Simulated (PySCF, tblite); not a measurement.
A complex of chloromethane and 2 × hydrogen fluoride

A gas-phase complex of chloromethane and 2 × hydrogen fluoride; neutral, singlet. The structure comes from a short search (6 tight-binding starts) and was relaxed by PBE0-D3(BJ)/def2-SVPD; another way of binding may lie lower. Frequencies by PBE0-D3(BJ)/def2-SVPD show no clear imaginary mode.

```tsv
part	name	SMILES	atoms	charge	multiplicity
1	chloromethane	CCl	1–5	0	1
2	hydrogen fluoride	F	6–7	0	1
3	hydrogen fluoride	F	8–9	0	1
```

```xyz
9

C    -0.247   -0.072    0.090
Cl    1.320    0.103   -0.768
H    -0.894   -0.727   -0.502
H    -0.032   -0.503    1.072
H    -0.689    0.925    0.188
F    -1.992   -1.070   -2.544
H    -1.308   -0.665   -3.039
F     0.117    0.107   -3.503
H     0.614    0.158   -2.702
```
Atom numbers follow the order of the file, from 1.

```tsv
contact	kind (by geometry)	distance (Å)	angle (°)
H7···F8	hydrogen bond	1.686	164
H9···Cl2	hydrogen bond	2.059	167
H3···F6	C–H hydrogen bond	2.343	147
```

Interaction energies are complex less parts, with the parts frozen as they stand in it; counterpoise-corrected, in kcal/mol (PySCF).

Question: Give the interaction energy at each level run.

Answer: 
```tsv
level	interaction	superposition error removed
wB97M-D3(BJ)/def2-TZVPD	-13.00	-0.16
PBE0-D3(BJ)/def2-TZVPD	-14.38	-0.15
```

Question: What holds them together? Decompose the wB97M-D3(BJ)/def2-TZVPD energy: frozen parts, their antisymmetrised product, then relaxation.

Answer: electrostatic -19.7, Pauli repulsion +22.5, orbital relaxation -14.1, dispersion correction -1.9 kcal/mol, which sum to the value before the counterpoise correction; the Pauli term holds the exchange-correlation of the frozen density too. Of the attraction, 55 % is electrostatic, 39 % is orbital relaxation, 5 % is dispersion correction.

The parts were also relaxed and run alone, at the levels used for the complex: vibrations by PBE0-D3(BJ)/def2-SVPD; shieldings by PBE0/pcSseg-2.

Question: What does binding change?

Answer: 
| property | alone | in the complex | change |
| --- | --- | --- | --- |
| F6–H7 bond (Å) | 0.920 | 0.936 | +0.016 |
| stretch carried by H7 (cm⁻¹, harmonic) | 4151 | 3818 | -333 |
| its infrared intensity (km/mol) | 127 | 608 |  |
| shielding of H7 (ppm) | 29.19 | 24.91 | -4.28 |
| shielding of F8 (ppm) | 410.9 | 369.7 | -41.2 |
| shielding of H9 (ppm) | 29.19 | 24.04 | -5.14 |
| shielding of Cl2 (ppm) | 932.5 | 922.3 | -10.2 |

Question: What are the binding energy from relaxed parts (wB97M-D3(BJ)/def2-TZVPD), and ΔH and ΔG of association at 298.15 K and 1 atm?

Answer: -12.57 kcal/mol, -8.93 with zero-point energy; ΔH -10.1 and ΔG +5.6 kcal/mol, from harmonic vibrations by PBE0-D3(BJ)/def2-SVPD with low modes damped.

The 4 runs behind this took 6.6 min in all, one thread each of Arm Neoverse V2 on a shared host, launched as `OMP_NUM_THREADS=1 python cluster_run.py task.json out`.
